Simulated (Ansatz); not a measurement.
## Relative stability

Two relaxed structures of AlH2S (charge -1), singlet (PBE0-D4/def2-TZVPD; forces vanish, vibrations not checked).

A:

Al1  (-0.385, 0.057, 0.078)
S2  (1.078, -0.605, 1.804)
H3  (2.234, -0.085, 1.361)
H4  (0.823, 0.843, -0.805)
(Å)

B:

```xyz
4
angstrom
Al -0.0322 0.0041 -0.0364
S 1.3464 -0.1712 1.5222
H -1.3546 -0.9207 -0.2389
H 0.0404 1.0878 -1.2469
```

Ansatz 0.2.0; basis: def2-TZVPPD; cores frozen in the correlated methods. B3LYP uses VWN-RPA correlation.

(1) Which structure is lower at CCSD(T), and by how much? (To be estimated.)

No T1 diagnostic of these runs exceeds 0.016. The restricted Hartree–Fock reference is unstable towards an unrestricted one at one or more of these structures.

Answers

(1) The calculation gives: B, by 109.7 kJ/mol (electronic energy, against the other). By their contacts, A is AlH₂S ([AlH][SH]), total charge -1 and B is AlH₂S ([AlH2][S]), total charge -1.

All methods give the same order:

```csv
method,E(B) − E(A) (kJ/mol)
PBE-D4,-103.9
r2SCAN-D4,-122.7
PBE0-D4,-108.4
B3LYP-D4,-112.4
wB97M-V,-112.4
HF,-120.2
MP2,-125.2
CCSD,-108.8
CCSD(T),-109.7
```

Labels in which every atom is bracketed show which atoms are joined, not bond orders.

For scale, one of the runs: CCSD(T)/def2-TZVPPD, 133 basis functions, launched by `ansatz run in.yaml --threads 2 --pin off --events-out ev --progress --plain --max-ram 4352MiB`. Hardware: 2 CPU threads of an Arm Neoverse V2, shared host. Wall time about 5.5 s.
